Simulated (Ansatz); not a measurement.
A nudged elastic band was laid between two geometries of CH$_{5}$SSi (8 atoms, charge 0, multiplicity 2).

Level of theory: UKS PBE0/def2-SVP (Ansatz 0.2.0).

- movable images: 7
- climbing image: yes
- spring: 5.0 eV/Å²
- optimiser: quadratic models (default)
- start path: through a guess of the saddle point
- force threshold: 0.05 eV/Å
- iteration limit: 60
- end points: relaxed

First end point:

```xyz
8
Properties=species:S:1:pos:R:3
C -0.864 0.313 -0.965
Si 0.564 0.372 0.202
S 1.024 -1.577 1.010
H -0.841 -0.292 -1.879
H -1.810 0.831 -0.773
H 0.274 1.350 1.292
H 1.833 0.746 -0.491
H -0.178 -1.743 1.605
```

Last end point:

```xyz
8
Properties=species:S:1:pos:R:3
C -1.508 0.168 -0.840
Si -0.055 0.335 0.032
S 1.027 -1.209 1.009
H -2.030 -0.782 -0.982
H -1.968 1.048 -1.300
H 0.664 1.616 0.230
H 3.713 1.005 1.201
H 0.157 -2.180 0.650
```

(1) What changes between the two ends?

(2) Give the energies along the band, and the barrier.

The band took 23 iterations and of the order of 10 core-minutes.

Answers

(1) Bonds broken: Si2–H7. CH5SSi becomes CH4SSi + H.

(2) It converged. The highest image is number 8 of 0 to 8, 59.8 kcal/mol above the first end and 0.0 kcal/mol above the last; the last end lies 59.8 kcal/mol above the first. The highest image is an end point: on this band no image between the ends rises above it. Between wells the path still climbs a hump at image 2, 0.06 eV above the well before it.

```
image  path coordinate (Å)  energy (kcal/mol)  Si2–H7 (Å)
    0                 0.00                0.0        1.49
    1                 0.79                1.1        1.49
    2                 1.59                1.4        1.50
    3                 2.38                1.2        1.50
    4                 3.17               37.0        2.06
    5                 3.97               59.7        3.14
    6                 4.76               59.8        3.71
    7                 5.57               59.8        3.89
    8                 6.30               59.8        4.00
```

The run took 4.9 min on 2 threads of Arm Neoverse V2, with other jobs on the host, peak memory 0.2 GiB.
